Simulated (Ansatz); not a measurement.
What does this script print? It uses Ansatz 0.2.0, Python API.

Script `c2h2fno_energy.py`:
```python
"""Single point of C2H2FNO."""

from pathlib import Path

import ansatz as az

system = (
    az.Crystal.molecule()
    .atom("N", (-1.0326, -0.2395, 1.2633))
    .atom("C", (-0.3131, 0.0701, 0.2859))
    .atom("O", (0.0673, 1.1053, -0.4175))
    .atom("C", (0.6457, -0.3269, -0.7071))
    .atom("F", (1.8996, -0.6056, -0.4282))
    .atom("H", (-1.4862, 0.7007, 1.5899))
    .atom("H", (0.2806, -0.7722, -1.6319))
)

setup = system.calculation().basis(gaussian="def2-TZVP").functional("PBE").orbitals()
res = setup.run(threads=1, pin="off", runs_dir="runs")
data = res.report

print("reference energy %16.6f eV" % data["reference_energy_ev"])
print("total energy     %16.6f eV" % data["free_energy_ev"])
print("occupied orbitals outside the frozen core (up, down):", data["n_occupied"], " frozen:", data["n_frozen"], " virtual:", data["n_virtual"])

field = data["mean_field"]
print("<S^2> =", round(abs(field["state"]["spin_squared"]), 4), " all-electron relativity setting:", field["relativity"])
print("passes:", field["passes"])
if "symmetry" in field:
    print("occupied orbitals by irrep:", field["symmetry"]["occupied"])

lines = Path(data["orbitals_path"]).read_text().splitlines()
field_of = lambda key: [line.split("=")[1].strip() for line in lines if line.startswith(key)]
orbitals = [(27.211386 * float(e), s, float(n)) for e, s, n in zip(field_of("Ene="), field_of("Spin="), field_of("Occup="))]
homo = max(e for e, _, n in orbitals if n > 0.5)
lumo = min(e for e, _, n in orbitals if n < 0.5)
for e, spin, n in sorted(orbitals):
    if homo - 6 < e < lumo + 5:
        print(f"{spin:6s} {e:10.3f} eV  occupation {n:.0f}")
```

```console
$ python c2h2fno_energy.py
reference energy     -8352.880934 eV
total energy         -8352.880934 eV
occupied orbitals outside the frozen core (up, down): [19, 19]  frozen: 0  virtual: [148, 148]
<S^2> = 0.0  all-electron relativity setting: none
passes: {'evaluations': 18, 'products': 13}
occupied orbitals by irrep: [{'A': 19}, {'A': 19}]
Alpha     -12.462 eV  occupation 2
Alpha     -11.980 eV  occupation 2
Alpha     -10.718 eV  occupation 2
Alpha     -10.062 eV  occupation 2
Alpha      -8.446 eV  occupation 2
Alpha      -7.191 eV  occupation 2
Alpha      -7.007 eV  occupation 2
Alpha      -1.265 eV  occupation 0
Alpha      -0.809 eV  occupation 0
Alpha       0.548 eV  occupation 0
Alpha       1.132 eV  occupation 0
Alpha       2.023 eV  occupation 0
Alpha       2.826 eV  occupation 0
```

Caveats:
- The settings weren't tested for convergence.
- The geometry is a force-field or estimated start, not a minimum of this method, and the basis set is short of its limit.
- Alpha marks a spatial orbital of a restricted run, filled by both spins.
- Levels such as HOMO and LUMO are orbital energies: with these approximate functionals they aren't the ionisation energy and electron affinity, and their gap isn't the fundamental gap.
- The whole script took 2.9 s on 1 thread of Arm Neoverse V2 (shared host), peak memory 0.22 GiB.
